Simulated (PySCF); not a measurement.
# O2⁻: the SCF solver's settings

The same problem is solved with other solver options, one edit a run.

Method: each script names its method and basis; program: PySCF 2.14.0.

1 further run of the same task is left out (it didn't finish).

## (1) Starting geometry

O2⁻: 2 atoms, charge -1, spin multiplicity 2.

Bond lengths: O1–O2 1.300 Å.

## (2) The run that the others are compared with

Input file input.py:

```python
from pyscf import gto, scf, mcscf

mol = gto.M(
    atom='O 0 0 0; O 0 0 1.3',
    basis='crenbl',
    ecp={'O': 'crenbl'},
    charge=-1,
    spin=1,
    verbose=3,
)
mf = scf.ROHF(mol)
mf.kernel()
mc = mcscf.CASCI(mf, 4, 5)
mc.kernel()
mc.analyze()
mf.dip_moment()
print('orbital energies (hartree):', mf.mo_energy[..., max(0, mol.nelec[1]-3):mol.nelec[0]+3].round(4))
```

The run is started by

```
$ OMP_NUM_THREADS=1 python input.py
```

Its log is not repeated here.

In short: E(SCF) = -31.263330 Eh, E(CAS) − E(SCF) = -0.00131 Eh.

The bond length is a typed value, not an optimised one. The dipole of an ion depends on the origin.

## (3) Smearing width 0.001 hartree

Edit 1 changes smearing width: none → 0.001 hartree; step after the SCF: casci → none.

Input file input.py:

```python
from pyscf import gto, scf

mol = gto.M(
    atom='O 0 0 0; O 0 0 1.3',
    basis='crenbl',
    ecp={'O': 'crenbl'},
    charge=-1,
    spin=1,
    verbose=3,
)
mf = scf.ROHF(mol)
mf = scf.addons.smearing_(mf, sigma=0.001, method='fermi')
mf.kernel()
mf.dip_moment()
print('orbital energies (hartree):', mf.mo_energy[..., max(0, mol.nelec[1]-3):mol.nelec[0]+3].round(4))
```

The run is started by

```
$ OMP_NUM_THREADS=1 python input.py
```

## (4) Second-order solver on

Edit 2 changes second-order solver: off → on.

Edit input.py of step 2 so:

```diff
@@ -11,2 +11,3 @@
 mf = scf.ROHF(mol)
+mf = mf.newton()
 mf.kernel()
```

## (5) Initial guess 1e

Edit 3 changes initial guess: minao → 1e.

Edit input.py of step 2 so:

```diff
@@ -11,2 +11,3 @@
 mf = scf.ROHF(mol)
+mf.init_guess = '1e'
 mf.kernel()
```

## (6) Level shift 5 hartree

Edit 4 changes level shift: none → 5 hartree.

Edit input.py of step 2 so:

```diff
@@ -11,2 +11,3 @@
 mf = scf.ROHF(mol)
+mf.level_shift = 5.0
 mf.kernel()
```

What does the calculation give? Wanted: for each run, E(SCF); from base; after the SCF.

**Answer**, as computed:

| run | E(SCF) (hartree) | from base (eV) | after the SCF |
| --- | --- | --- | --- |
| base | -31.263330 | 0 | CASCI correlation -0.036 eV |
| smearing width 0.001 hartree (poor choice) | -31.062099 | not comparable | n/a |
| second-order solver on | -31.263330 | 0.0000 | CASCI correlation -0.036 eV |
| initial guess 1e | -31.263330 | 0.0000 | CASCI correlation -0.036 eV |
| level shift 5 hartree | -31.263330 | 0.0000 | CASCI correlation -0.036 eV |

With second-order solver on or initial guess 1e or level shift 5 hartree the SCF ends at the base energy. Rows marked «poor choice» come from settings spoiled on purpose.
